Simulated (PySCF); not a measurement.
C6H6.
Bonds: C1–C2 (aromatic), C2–C3 (aromatic), C3–C4 (aromatic), C4–C5 (aromatic), C5–C6 (aromatic), C1–C6 (aromatic). Hydrogens: H7 on C1; H8 on C2; H9 on C3; H10 on C4; H11 on C5; H12 on C6.

Method: PBE0/def2-SVP geometry optimisation, gas phase (PySCF).

List the bond lengths and angles at this level.

```
                  bond  length (Å)     order
C1–C2 and 5 like bonds       1.395  aromatic
C1–H7 and 5 like bonds       1.093    single
```

Bonds in one row agree within 0.01 Å and their mean is given. Orders are formal, as drawn. A selection of angles:
```
   angle  degrees
C2–C1–C6    120.0
C2–C1–H7    120.0
```

All 6 C–C bonds measure 1.395 Å. All internal angles of the 6-membered ring C1–C2–C3–C4–C5–C6 are 120.0° (sum 720°, against 720° for a flat polygon); it is planar, 0.00 Å rms from its mean plane, widest ring torsion 0°. The 6 heavy atoms lie in one plane (0.000 Å rms).

Point group: D6h (tolerance 0.08 Å). No frequency check.
